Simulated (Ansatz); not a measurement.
in.yaml

```yaml
crystal:
  periodic: [false, false, false]
  atoms:
    - {symbol: C, position_ang: [0.000000, 0.000000, 0.000000]}
    - {symbol: Ga, position_ang: [0.000000, 0.000000, 2.802000]}
basis:
  gaussian: {orbitals: cc-pVDZ}
total_charge: 1
correlation: {method: sc_nevpt2, electrons: outside_noble_gas, active_space: {window: {electrons: 2, orbitals: 2}}}
```

```sh
$ ansatz run in.yaml --threads 1 --pin off --events-out ev --progress --plain --max-ram 2393MiB
```

Output:

```
457 factors; integrals over basis functions are off by at most 5.1e-4 eV
mean field evaluation 1: about -53348.6747 eV, gradient 1.5e1 eV
mean field evaluation 2: about -53348.7043 eV, gradient 1.4e1 eV
mean field evaluation 4: about -53350.0776 eV, gradient 1.3e0 eV
mean field evaluation 8: about -53350.1009 eV, gradient 3.8e-4 eV
mean field evaluation 16: about -53350.1657 eV, gradient 6.2e-1 eV
mean field evaluation 32: about -53343.4902 eV, gradient 2.0e1 eV
mean field evaluation 64: about -53350.1009 eV, gradient 5.2e-5 eV
mean field -53350.78884512 eV, -1960.6053275945 hartree, gradient 5.3e-7 eV, S^2 0.000000; 8 other end points of the search recorded, 0 dependent functions left out; unrestricted orbitals would lower it
reference -53350.78884512 eV, -1960.6053275945 hartree; 18, 18 occupied and 23, 23 virtual orbitals, 457 factors
state -53351.37524456 eV, -1960.6268773765 hartree
state -53351.37524456 eV, -1960.6268773765 hartree; corrected -53353.46881937 eV, -1960.7038148316 hartree
state -53351.18163508 eV, -1960.6197623595 hartree
state -53351.18163508 eV, -1960.6197623595 hartree; corrected -53353.37710293 eV, -1960.7004443149 hartree
state -53351.37524456 eV, -1960.6268773765 hartree; corrected -53353.46881937 eV, -1960.7038148316 hartree
state -53351.25514812 eV, -1960.6224639137 hartree
state -53351.25514812 eV, -1960.6224639137 hartree; corrected -53353.66276457 eV, -1960.7109421866 hartree
state -53351.25514812 eV, -1960.6224639137 hartree; corrected -53353.66276457 eV, -1960.7109421866 hartree
the orbitals are reached from a further start. From the first start the search ends at -53351.37492697 eV, -1960.6268657054 hartree
WARN: the results are in doubt because another end's mean lies 0.120 eV lower, and its corrected mean 0.194 eV higher
Total energy: -53353.66276457 eV, -1960.7109421866 hartree
In doubt: another end's mean lies 0.120 eV lower, and its corrected mean 0.194 eV higher
```

Natural occupations: 1.4695 0.5305.

Ran on 1 thread of Arm Neoverse V2, shared host: 3 s wall, 0.13 GiB peak host memory.
